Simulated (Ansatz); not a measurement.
Tetrafluoromethane, CF$_{4}$: measurement beside calculation (Ansatz, PBE0-D4/def2-TZVP geometry).

Z-matrix (Å, degrees):
```
C
F 1 1.318
F 1 1.318 2 109.5
F 1 1.318 2 109.5 3 120.0
F 1 1.318 2 109.5 3 -120.0
```

Measured: 1283 cm⁻¹ (nu3 triply degenerate C-F stretch, in situ FTIR absorption). Source: Fluorination of vertically aligned carbon nanotubes: from CF4 plasma chemistry to surface functionalization, 2017 (pmc:5588556).

Harmonic PBE0-D4 wavenumbers (cm⁻¹, unscaled): 435, 435, 633, 633, 633, 925, 1294, 1294, 1294. Fundamentals include anharmonicity and usually lie a few per cent under these; harmonic values from spectra compare directly.

Enthalpy of formation at 298 K: -223.0 kcal/mol (zero for an element's reference state; older measured values of the G2 set, as listed by Staroverov and co-workers, J. Chem. Phys. 119, 12129, 2003). With their computed zero-point and thermal terms and the atoms' enthalpies of Curtiss and co-workers (1997) it gives an electronic atomization energy of 476.1 kcal/mol.

```tsv
level	atomization (kcal/mol)	error	error per bond
LDA (SPW92)	599.2	123.1	30.8
PBE-D4	505.1	29.0	7.3
revPBE-D4	480.2	4.1	1.0
BLYP-D4	480.0	3.9	1.0
r2SCAN-D4	482.8	6.8	1.7
B97M-V	477.4	1.3	0.3
PBE0-D4	480.0	3.9	1.0
B3LYP-D4	470.7	-5.4	-1.3
r2SCANh-D4	474.4	-1.7	-0.4
r2SCAN0-D4	462.2	-13.9	-3.5
HSE06-D4	480.8	4.8	1.2
BHLYP-D4	439.2	-36.9	-9.2
CAM-B3LYP-D4	481.0	4.9	1.2
ωB97X-V	479.7	3.7	0.9
ωB97M-V	480.2	4.1	1.0
B2PLYP	470.9	-5.2	-1.3
PBE-QIDH	474.3	-1.8	-0.4
PBE	503.7	27.6	6.9
revPBE	474.5	-1.6	-0.4
BLYP	476.7	0.7	0.2
r2SCAN	482.5	6.4	1.6
PBE0	478.9	2.8	0.7
B3LYP	468.5	-7.6	-1.9
r2SCANh	474.0	-2.0	-0.5
r2SCAN0	461.8	-14.3	-3.6
HSE06	479.8	3.8	0.9
BHLYP	437.8	-38.3	-9.6
CAM-B3LYP	479.9	3.8	1.0
LC-ωPBE	485.4	9.3	2.3
RPA@PBE/def2-TZVPP	419.5	-56.6	-14.2
HF/def2-TZVPP	313.9	-162.1	-40.5
MP2/def2-TZVPP	493.0	16.9	4.2
SCS-MP2/def2-TZVPP	473.8	-2.3	-0.6
CCSD/def2-TZVPP	451.2	-24.9	-6.2
CCSD(T)/def2-TZVPP	463.1	-13.0	-3.2
HF/def2-QZVPP	314.8	-161.3	-40.3
MP2/def2-QZVPP	501.4	25.3	6.3
SCS-MP2/def2-QZVPP	482.5	6.4	1.6
HF/CBS(def2)	314.9	-161.2	-40.3
MP2/CBS(def2)	507.1	31.0	7.7
CCSD/CBS(def2)	465.3	-10.8	-2.7
CCSD(T)/CBS(def2)	477.2	1.1	0.3
```

Functionals use def2-TZVPP; B3LYP here is the variant with VWN-RPA as its local correlation; programs differ in this. The calculations leave out spin–orbit coupling, scalar relativity and, for the correlated methods, core correlation; together these are worth up to about 1 kcal/mol a heavy atom. HSE06 is defined as in plane-wave codes. CBS adds triple-zeta CCSD(T) − MP2 to the MP2 limit. T1 = 0.011.
